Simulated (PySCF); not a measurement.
# The bond of NaSi, level by level

What are the lowest state that PBE0 finds, the bond length, vibrational wavenumber and bond energy of NaSi, and how much do these hang on the method?

Program: PySCF 2.14.0. Level of theory: Na 6-311G(d,p), Si 6-311G(d,p), no relativity. These are calculated values, not measurements.

### 1 Set-up

Settings of the job:

```
atoms                         : Na, Si
charge                        : 0
basis                         : Na 6-311G(d,p), Si 6-311G(d,p)
Hamiltonian                   : no relativity
basis functions               : 52
electrons treated             : 25
masses in u                   : 22.9898, 27.9769
levels                        : PBE0, PBE, r²SCAN, PW91, TPSSh, BLYP, CAM-B3LYP, HF, MP2, SCS-MP2, CCSD, CCSD(T)
grid                          : 80 radial by 434 angular points
occupations                   : held fixed by the projection of orbital angular momentum
dissociation limit            : Na + Si, each in its ground configuration
starting distance in angstrom : 2.690
values of 2S to try           : 1, 3
```

Command:

```
> OMP_NUM_THREADS=1 python dia.py task.json out
```

After this run come: First curve: PBE0; Excited determinants; PBE (GGA); r²SCAN (meta-GGA); PW91; TPSSh; BLYP; CAM-B3LYP (range-separated hybrid); UHF (mean field); Correlated methods on the Hartree–Fock reference.

Q: Predict the outcome of this session. Wanted: for each run, Re; ωe; De; μ.

The runs gave:

Lowest PBE0 solution found, without spin–orbit coupling: ⁴Σ⁻ (quartet), unpaired electrons σ ↑, π ↑↑. State 2 has its PBE0 minimum 0.49 eV higher, as a spin-mixed determinant (⟨S²⟩ = 1.76), so this is no gap between pure states. State 3 has its PBE0 minimum 0.53 eV higher, as a spin-mixed determinant (⟨S²⟩ = 1.76), so this is no gap between pure states. State 4 has its PBE0 minimum 0.53 eV higher. The other levels ran on the lowest alone.

| level | Re (Å) | ωe (cm⁻¹) | De (eV) | μ (D) |
| --- | --- | --- | --- | --- |
| UHF | 2.743 | 256.6 | 0.94 | -8.58 |
| UHF-MP2 | 2.697 | 272.1 | 1.25 | n/a |
| UHF-SCS-MP2 | 2.702 | 270.4 | 1.13 | n/a |
| UHF-CCSD | 2.694 | 272.0 | 1.22 | n/a |
| UHF-CCSD(T) | 2.692 | 272.4 | 1.25 | n/a |
| PBE | 2.724 | 245.0 | 1.44 | -6.78 |
| PW91 | 2.720 | 246.4 | 1.46 | -6.83 |
| BLYP | 2.752 | 231.0 | 1.16 | -6.26 |
| r²SCAN | 2.716 | 255.2 | 1.57 | -7.58 |
| TPSSh | 2.716 | 254.0 | 1.49 | -7.51 |
| PBE0 | 2.707 | 255.2 | 1.41 | -7.42 |
| CAM-B3LYP | 2.689 | 258.1 | 1.17 | -7.37 |

De is counted to Na + Si in their ground configurations. A positive dipole means Na(−)Si(+).

Differences from CCSD(T) in the same basis:

| level | Re (mÅ) | ωe (%) |
| --- | --- | --- |
| UHF | +51 | -5.8 |
| UHF-MP2 | +5 | -0.1 |
| UHF-SCS-MP2 | +10 | -0.7 |
| UHF-CCSD | +1 | -0.2 |
| PBE | +32 | -10.0 |
| PW91 | +28 | -9.5 |
| BLYP | +60 | -15.2 |
| r²SCAN | +23 | -6.3 |
| TPSSh | +24 | -6.8 |
| PBE0 | +15 | -6.3 |
| CAM-B3LYP | -3 | -5.2 |

**Reading.** Judged by CCSD(T) in the same basis: best bond length UHF-CCSD (+1 mÅ), worst BLYP (+60 mÅ); best wavenumber UHF-MP2 (-0.1 %), worst BLYP (-15.2 %). CCSD(T) in a basis this small is itself some way from its limit, more so than the functionals. Among the levels with a De in the table, it runs from 0.94 eV (UHF) to 1.57 eV (r²SCAN).

Correlated steps freeze 6 core orbitals.
